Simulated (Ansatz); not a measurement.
```yaml
crystal:
  periodic: [false, false, false]
  atoms:
    - {symbol: Mn, position_ang: [0.009976, 0.000339, -0.331583]}
    - {symbol: N, position_ang: [-0.027820, 1.209111, 0.651268]}
    - {symbol: N, position_ang: [-0.011309, -1.210442, 0.649289]}
basis:
  gaussian: {orbitals: def2-TZVP}
magnetization: {spin_polarized: true, initial_magnetization: 1}
hamiltonian: {xc: pbe0}
relax: {f_tol: 0.004, max_steps: 80}
```

```sh
$ ansatz run in.yaml --threads 1 --pin off --events-out ev --progress --plain --max-ram 2176MiB
```

Steps of the relaxation (energy above the last step; positions in Å, forces in eV/Å):

```
3
step 1, 196.4 meV
Mn    0.010    0.000   -0.332    0.053    0.002   -1.768
N    -0.028    1.209    0.651   -0.040    1.954    0.885
N    -0.011   -1.210    0.649   -0.013   -1.956    0.882
```

```
3
step 2, 100.1 meV
Mn    0.010    0.000   -0.325    0.028    0.001   -0.942
N    -0.028    1.243    0.648   -0.023    1.264    0.472
N    -0.011   -1.244    0.646   -0.006   -1.265    0.470
```

```
3
step 3, 15.7 meV
Mn    0.008    0.000   -0.257    0.023    0.001   -0.752
N    -0.028    1.339    0.614   -0.015    0.532    0.377
N    -0.009   -1.340    0.612   -0.008   -0.533    0.376
```

```
3
step 4, 2.7 meV
Mn    0.008    0.000   -0.262    0.009    0.000   -0.313
N    -0.028    1.352    0.616   -0.006    0.189    0.157
N    -0.009   -1.354    0.614   -0.003   -0.189    0.157
```

```
3
step 7, 0.0 meV
Mn    0.008    0.000   -0.272    0.000    0.000    0.000
N    -0.028    1.354    0.622    0.000    0.000    0.000
N    -0.009   -1.356    0.619    0.000    0.000    0.000
```

Close pairs at the end: Mn1–N3 1.623 Å, Mn1–N2 1.623 Å.

A stationary point of unrestricted PBE0 after 7 steps, with ⟨S²⟩ = 2.464 against 0.75 for a pure state; no frequencies were run, so it isn't proven a minimum. 4.7 min on 1 thread of Arm Neoverse V2, shared host.
